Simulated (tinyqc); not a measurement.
Starting guesses with DIIS over 6 matrices: SCF starting guesses in the sto-3g basis, for H2F+, spin multiplicity 1. Computed by the program tinyqc with PySCF. 

Geometry (angstrom):
```
atom,x,y,z
F,0.0000,0.0000,0.0000
H,0.0000,0.8730,0.5160
H,0.0000,-0.8730,0.5160
```

lowest restricted solution found by these runs and by PySCF = -98.859199 hartree

RHF with one setting changed at a time; a run stops when the energy changes by less than 1e-09 hartree and the error matrix is below 1e-5. Starts: the lowest orbitals of the core Hamiltonian, of the Wolfsberg-Helmholz matrix (K = 1.75), projected atomic densities, random orbitals, and the highest orbitals of the core Hamiltonian (a deliberately bad start).

Largest element of the error matrix X^T (FDS - SDF) X:
```
iteration,core,Wolfsberg-Helmholz,atomic densities,random,highest core orbitals
1,5.9e-01,4.9e-01,1.1e+00,1.4e+01,3.4e-01
2,4.3e-02,1.1e-01,2.9e-01,5.2e-01,5.9e-01
3,6.8e-03,2.2e-02,2.2e-02,4.7e-02,5.8e-01
4,1.8e-03,3.8e-03,6.0e-03,1.8e-02,5.9e-01
5,5.5e-04,1.1e-03,9.5e-05,3.1e-03,5.9e-01
6,6.9e-05,6.3e-06,4.8e-05,3.0e-04,5.7e-01
8,1.8e-09,-,1.4e-08,4.9e-06,3.4e-02
10,-,-,-,-,8.8e-04
```

How each run ends:
```
run,iterations,E (hartree),state
core,8,-98.85920,lowest found
Wolfsberg-Helmholz,7,-98.85920,lowest found
atomic densities,8,-98.85920,lowest found
random,9,-98.85920,lowest found
highest core orbitals,12,-98.85920,lowest found
```

5 of 5 runs reach the lowest restricted solution found, in 7 to 12 iterations (fastest: Wolfsberg-Helmholz). The first errors are 6e-01, 5e-01, 1e+00, 1e+01, 3e-01; the deliberately bad start has the smallest one, so a small first error does not mark a good start.
